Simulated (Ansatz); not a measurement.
# C4H9NO: the cost of one run

Program: Ansatz 0.2.0. Level of theory: RKS PBE/6-31G. These are calculated values, not measurements.

**1. The starting structure**

Bond lengths (14 of 15 bonds, heavy atoms first): C1–C2 1.451 Å, C2–N3 1.442 Å, C2–C4 1.568 Å, C4–C5 1.486 Å, C2–O6 1.449 Å, C5–O6 1.423 Å, C1–H7 1.086 Å, C1–H8 1.160 Å, C1–H9 1.134 Å, N3–H10 1.035 Å, N3–H11 1.039 Å, C4–H12 1.137 Å, C4–H13 1.026 Å, C5–H14 1.110 Å. Angles (14 of 28 angles, heavy atoms first): C1–C2–N3 110.7°, C1–C2–C4 121.4°, C1–C2–O6 112.1°, N3–C2–C4 110.0°, N3–C2–O6 112.0°, C4–C2–O6 88.8°, C2–C4–C5 84.7°, C4–C5–O6 93.1°, C2–O6–C5 91.6°, C2–C1–H7 114.3°, C2–C1–H8 110.7°, C2–C1–H9 112.9°, C2–N3–H10 114.7°, C2–N3–H11 111.0°.

As a file:

```xyz
15

C    -1.4609   -0.0014   -0.7926
C    -0.1581   -0.3380   -0.2506
N    -0.0410   -1.7615   -0.0516
C     0.4370    0.4257    0.9824
C     1.3226    1.0731   -0.0201
O     0.9228    0.1884   -1.0598
H    -1.6719   -0.4490   -1.7596
H    -1.5443    1.1410   -0.9780
H    -2.3085   -0.2210   -0.0722
H    -0.4054   -2.1037    0.8551
H     0.9559   -2.0551   -0.0402
H    -0.3284    1.1058    1.4771
H     0.8158   -0.1520    1.7411
H     1.0610    2.1290   -0.2433
H     2.3814    0.9680    0.2416
```

**2. End point A**

File input.yaml:

```yaml
crystal:
  periodic: [false, false, false]
  atoms:
    - { symbol: C, position_ang: [-1.4609, -0.0014, -0.7926] }
    - { symbol: C, position_ang: [-0.1581, -0.338, -0.2506] }
    - { symbol: "N", position_ang: [-0.041, -1.7615, -0.0516] }
    - { symbol: C, position_ang: [0.437, 0.4257, 0.9824] }
    - { symbol: C, position_ang: [1.3226, 1.0731, -0.0201] }
    - { symbol: O, position_ang: [0.9228, 0.1884, -1.0598] }
    - { symbol: H, position_ang: [-1.6719, -0.449, -1.7596] }
    - { symbol: H, position_ang: [-1.5443, 1.141, -0.978] }
    - { symbol: H, position_ang: [-2.3085, -0.221, -0.0722] }
    - { symbol: H, position_ang: [-0.4054, -2.1037, 0.8551] }
    - { symbol: H, position_ang: [0.9559, -2.0551, -0.0402] }
    - { symbol: H, position_ang: [-0.3284, 1.1058, 1.4771] }
    - { symbol: H, position_ang: [0.8158, -0.152, 1.7411] }
    - { symbol: H, position_ang: [1.061, 2.129, -0.2433] }
    - { symbol: H, position_ang: [2.3814, 0.968, 0.2416] }
basis:
  gaussian: { orbitals: "6-31G" }
hamiltonian:
  xc: pbe
relax:
  f_tol: 0.015
  max_steps: 40
```

On the command line:

```
$ ansatz run input.yaml --threads 1 --pin off --max-ram 2048MiB --backend cpu --events-out ev --progress --plain --runs-dir out
```

**Question.** How long does this run take on 1 thread of Intel Xeon at 2.70GHz, shared host, and how much memory does it need?

About 2.2 min, with a peak of 0.17 GiB.
